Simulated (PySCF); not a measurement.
Write Cartesian coordinates for `C=C=CCCl` (4-chloro-1,2-butadiene) as optimised with PBE0-D3(BJ)/def2-TZVP.

```xyz
10
C4H5Cl angstrom
C      2.111   -0.149    0.167
C      0.856   -0.323   -0.117
C     -0.405   -0.487   -0.399
C     -1.447    0.505   -0.019
Cl    -2.660   -0.222    1.086
H      2.534   -0.531    1.090
H      2.774    0.379   -0.510
H     -0.730   -1.375   -0.935
H     -1.015    1.358    0.499
H     -2.008    0.851   -0.887
```

Orientation and origin are arbitrary. Atoms count from 1 in this order. The C–C distances run from 1.299 Å (C1=C2, drawn double) to 1.488 Å (C3–C4, drawn single), a spread of 0.189 Å.

Bonds between heavy atoms (Å): C1=C2 1.299, C2=C3 1.302, C3–C4 1.488, C4–Cl5 1.795.

Method used: PBE0-D3(BJ)/def2-TZVP geometry optimisation, gas phase (PySCF 2.14.0).

Point group: C1 (no symmetry element, even within 0.4 Å). Stationary, but not proved a minimum. One conformer, not necessarily the lowest (C2–C3–C4–Cl5 -119°).
